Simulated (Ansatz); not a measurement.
Si₂S⁺. Total charge 1; doublet. Geometry PBE-D4/def2-TZVP, basis def2-TZVP, Ansatz.

```csv
atom,x (Å),y (Å),z (Å)
Si1,0.408,1.182,-0.638
Si2,0.230,-1.353,-0.299
S3,-0.638,0.170,0.937
```

```tsv
run	HOMO (eV)	LUMO (eV)
A	-11.96	-10.21
B	-13.28	-8.71
C	-12.59	-9.66
D	-11.62	-10.51
E	-11.33	-10.37
F	-12.82	-9.41
```

The structure comes from a short search, and lower isomers may exist.

HOMO and LUMO are taken over both spins.

Task: The runs used BHLYP, BLYP, PBE, PBE0, r2SCAN, r2SCAN0. Estimate which is which.

Result: A r2SCAN (0 % exact exchange); B BHLYP (50 % exact exchange); C PBE0 (25 % exact exchange); D PBE (0 % exact exchange); E BLYP (0 % exact exchange); F r2SCAN0 (25 % exact exchange). Exact exchange lowers occupied and raises empty levels; among semilocal functionals meta-GGAs tend to open the gap a little, and such runs are hard to tell apart. The gap grows from 0.96 eV (BLYP) to 4.58 eV (BHLYP).
